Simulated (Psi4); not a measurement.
Process, species as SMILES: O=C=S + H+ → [SH+]=C=O
B3LYP-D3(BJ)/def2-TZVP geometries, fixed; electronic energies without zero-point terms; positive where energy is released.

Effect of the integral screening threshold at B3LYP/def2-TZVP with Psi4, against the last row, where the proton affinity is 152.21 kcal/mol. The proton sits at the site shown, which need not be the one that binds it best.

| setting | largest shift of a total energy (mEh) | shift of the proton affinity (kcal/mol) |
|---|---|---|
| ints_tolerance: 1e-6 | -0.001 | 0.000 |
| ints_tolerance: 1e-8 | 0.000 | 0.000 |
| ints_tolerance: 1e-10 | 0.000 | 0.000 |
| ints_tolerance: 1e-14 | 0.000 | 0.000 |

Within 0.02 kcal/mol in the proton affinity: ints_tolerance: 1e-6; ints_tolerance: 1e-8; ints_tolerance: 1e-10. The largest shift is 0.001 mEh in a total energy and 0.000 kcal/mol in the difference.
